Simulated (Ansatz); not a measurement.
# C2HAl+ (doublet): from Hartree-Fock to the top rungs, def2-QZVPP

One table from this session's results is given with a row withheld; the runs are named, their logs left out.

Computed with Ansatz 0.2.0, Gaussian basis. Level: def2-QZVPP, core rule «outside noble gas», up to 7 orbitals frozen.

The runs, in order: UHF; ROHF; CCSD(T) on UHF.

2 further runs of the same task are left out: 2 set aside as unsound or not needed.

## The system

The geometry is a PBE0/def2-TZVP stationary point (not a proven minimum) of the parent state, kept for this charge and spin.

4 atoms, charge 1, spin multiplicity 2.

Atoms are counted from 1 here; the program's logs count them from 0.

Bond lengths: Al1–C3 1.968 Å, C2–C3 1.216 Å, C2–H4 1.067 Å. Angles: C3–C2–H4 180.0°, Al1–C3–C2 180.0°.

Set-up of the first run:

File in.yaml:

```yaml
crystal:
  periodic: [false, false, false]
  atoms:
    - {symbol: Al, position_ang: [0.000000, 0.000000, 2.350575]}
    - {symbol: C, position_ang: [0.000000, 0.000000, -0.832925]}
    - {symbol: C, position_ang: [0.000000, 0.000000, 0.382775]}
    - {symbol: H, position_ang: [0.000000, 0.000000, -1.900425]}
basis:
  gaussian: {orbitals: "def2-QZVPP.json"}
total_charge: 1
magnetization: {spin_polarized: true, initial_magnetization: 1}
hamiltonian: {xc: hf}
output: {orbitals: {seedname: orbitals}}
```

Started as:

```console
$ ansatz run in.yaml --threads 1 --pin off --events-out ev --progress --plain --max-ram 2393MiB
```

Among the steps run: UHF; ROHF; CCSD(T) on UHF.

One table of the session follows, with a row left open; its other results are not shown here.

| method | from UCCSD(T) (meV) |
| --- | --- |
| ROHF | +10078.6 |
| UHF | +10004.6 |
| UMP2 | ? |
| UCCSD | +576.4 |
| UCCSD(T) | 0 |

Q: Estimate the row for UMP2 from the others.

The run gave: from UCCSD(T) (meV): +985.1. In the column «from UCCSD(T) (meV)» it lies between UCCSD (+576.4) and UHF (+10004.6).
